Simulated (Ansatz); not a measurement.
Two isomers of C5H8O: A = `CC1=CCCO1`, B = `C#CCOCC`.

Computed with Ansatz on PBE0-D4/def2-TZVP structures; ΔE is electronic, products minus reactants. CCSD(T)/CBS is the MP2 limit (def2-TZVPP, def2-QZVPP) plus CCSD(T) − MP2 in def2-TZVPP, frozen cores. DFT in def2-TZVPP. B3LYP here is the variant with VWN-RPA as its local correlation; programs differ in this. Each species was taken in one conformer, which may not be the lowest.

**Question.** Which isomer does CCSD(T)/CBS put lower? Give the gap. (Best estimate.)

**Answer.** Ansatz gave: A, by 38.7 kcal/mol.

**Question.** Give E(B) − E(A) in kcal/mol with B3LYP-D4, r2SCAN-D4, CCSD(T)/def2-SVP, MP2/def2-TZVPP, ωB97M-V, LDA (SPW92), PBE0-D4. (Best estimate.)

**Answer.** Computed: B3LYP-D4 38.8, r2SCAN-D4 42.8, CCSD(T)/def2-SVP 40.0, MP2/def2-TZVPP 38.8, ωB97M-V 40.5, LDA (SPW92) 49.7, PBE0-D4 45.2. None reverses the order clearly.

**Question.** Does the order hold for the free energy at 298.15 K (harmonic terms from PBE0-D4)? (Estimate.)

**Answer.** Computed: Yes: G(B) − G(A) = +35.6 kcal/mol, for one conformer each.

Largest T1 diagnostic: 0.012.

From r2SCAN to r2SCAN0 (25 % exact exchange), in def2-TZVPP and without D4, E(B) − E(A) moves by +1.4 kcal/mol. Leaving LDA and LC-ωPBE aside and taking each functional with its dispersion term where it has one, the values, not all of them listed here, spread over 8.5 kcal/mol, from BLYP-D4 to HSE06-D4. LDA lies +7.1 kcal/mol from PBE without D4.
